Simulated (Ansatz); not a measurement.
**SiP2+ (doublet): from Hartree-Fock to the top rungs, def2-TZVPP**

One table from this session's results is given with a row withheld; the runs are named, their logs left out.

Method: def2-TZVPP, core rule «outside noble gas», up to 15 orbitals frozen; program: Ansatz 0.2.0, Gaussian basis.

The runs, in order: UHF; ROHF; CCSD(T) on UHF.

2 further runs of the same task are left out: 2 set aside as unsound or not needed.

### What is computed

The geometry is a PBE0/def2-TZVP stationary point (not a proven minimum) of the parent state, kept for this charge and spin.

3 atoms, charge 1, spin multiplicity 2.

Atoms are counted from 1 here; the program's logs count them from 0.

Bond lengths: P1–Si2 2.037 Å, Si2–P3 2.037 Å. Angles: P1–Si2–P3 180.0°.

Set-up of the first run:

File in.yaml:

```yaml
crystal:
  periodic: [false, false, false]
  atoms:
    - {symbol: P, position_ang: [0.000000, 0.000000, 2.037300]}
    - {symbol: Si, position_ang: [0.000000, 0.000000, 0.000000]}
    - {symbol: P, position_ang: [0.000000, 0.000000, -2.037300]}
basis:
  gaussian: {orbitals: def2-TZVPP}
total_charge: 1
magnetization: {spin_polarized: true, initial_magnetization: 1}
hamiltonian: {xc: hf}
output: {orbitals: {seedname: orbitals}}
```

Command:

```
ansatz run in.yaml --threads 1 --pin off --events-out ev --progress --plain --max-ram 4096MiB --backend cpu
```

Among the steps run: UHF; ROHF; CCSD(T) on UHF.

One table of the session follows, with a row left open; its other results are not shown here.

| method | from UCCSD(T) (meV) |
| --- | --- |
| ROHF | +11401.0 |
| UHF | +9898.0 |
| UMP2 | +2207.4 |
| UCCSD | ? |
| UCCSD(T) | 0 |

**Question.** Estimate the row for UCCSD.

The run gave: from UCCSD(T) (meV): +677.1. In the column «from UCCSD(T) (meV)» it lies between UCCSD(T) (0) and UMP2 (+2207.4).

The program flags UCCSD(T) as in doubt (see the logs), so the zero of the table is itself unsure.

Caveats from the session: The determinant is far from a pure spin state, so its energy mixes those of several spin states (harmless only where they are near-degenerate, as at dissociation). The program flags UCCSD(T) as in doubt, so the zero of the table is itself unsure.
